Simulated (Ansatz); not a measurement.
We consider antifluorite Mg₂Sn, described by PBEsol (Ansatz, a quantum-chemistry and plane-wave program, plane waves, PAW).

Numerical settings: plane-wave cutoff 520 eV, 10×10×10 k mesh, Fermi–Dirac smearing 0.01 eV, scalar-relativistic PAW data made under PBE.

Pressure at four volumes; x = ln(V/25.576 Å³). One pressure is withheld.

```json
[
 {"V (Å³/atom)": "24.042", "x": "-0.0619", "P (GPa)": "?"},
 {"V (Å³/atom)": "24.553", "x": "-0.0408", "P (GPa)": "1.95"},
 {"V (Å³/atom)": "25.576", "x": "0.0000", "P (GPa)": "0.00"},
 {"V (Å³/atom)": "27.111", "x": "0.0583", "P (GPa)": "-2.23"}
]
```

Pass a parabola P(x) through the three rows shown, estimate the bulk modulus and its pressure derivative near zero pressure, and predict the withheld pressure.

Slopes between the rows: (0.00 − (1.95))/(0.0000 − (-0.0408)) = -47.79 and (-2.23 − (0.00))/(0.0583 − (0.0000)) = -38.25 GPa. Their difference over the span 0.0991 is c = 9.54/0.0991 = 96.3 GPa, so P(x) = 1.95 + (-47.79)(x − (-0.0408)) + 96.3 (x − (-0.0408))(x − (0.0000)). At the middle row B = −dP/dx = −[-47.79 + 96.3 × 0.0408] = 43.9 GPa, and B′ = dB/dP = 2c/B = 4.4. At x = -0.0619 the parabola gives 3.08 GPa; the run gives 3.09 GPa. The Birch–Murnaghan fit to the energies at all volumes has B0 = 43.7 GPa and B′ = 4.4.

Note: this level leaves the solid without a gap, although one is measured.

Spin–orbit coupling is not included.
